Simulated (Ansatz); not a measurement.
**What a trial cell of Sb relaxes into**

Method: DFT r2SCAN, scalar-relativistic, plane waves, PAW (Ansatz 0.2.0). Cutoff 500 eV, Γ-centred k mesh, Gaussian smearing, no spin polarisation in the final step.

The start puts Sb on the black phosphorus structure type (Cmce, No. 64), at a guessed volume.

```
Sb
1.0
     1.95308   -6.19556    0.00000
     1.95308    6.19556    0.00000
     0.00000    0.00000    5.16887
Sb
4
Direct
  0.09800 0.90200 0.91000
  0.59800 0.40200 0.59000
  0.90200 0.09800 0.09000
  0.40200 0.59800 0.41000
```

Cell and atoms relax at zero pressure; the relaxation can't lower the symmetry of the start. After a coarse first stage the cell is made exact in the group found at 0.06 Å.

Energies count from the standard state of Sb at the same level.

Q: Describe the relaxed structure.

A: It keeps Cmce (No. 64). The result has the black phosphorus structure. Conventional cell: a = 4.259 Å, b = 12.521 Å, c = 5.074 Å. Around Sb lie 3 Sb at 2.86–2.88 Å.

Space group Cmce (No. 64). a = 4.259 Å, b = 12.521 Å, c = 5.074 Å, α = 90.00°, β = 90.00°, γ = 90.00°
```csv
atom,site,symmetry,x,y,z
Sb,8f,m..,0.0000,0.8881,0.9418
```

Q: What are its volume, energy, density and gap?

A: The volume per atom is 33.8 Å³. The density is 6.0 g/cm³. The energy over the standard structure is 0.03 eV/atom. The gap on the 12×12×10 mesh is 0 eV (a metal).

The final run used a 12×12×10 mesh on its 4-atom cell and 0.10 eV smearing. For metals, differences of a few meV/atom aren't resolved. No dispersion correction is applied, so the spacing between layers, chains or molecules is poorly fixed, and with it the volume and density. Spin–orbit coupling is left out. A structure relaxed within its symmetry needn't be a true minimum.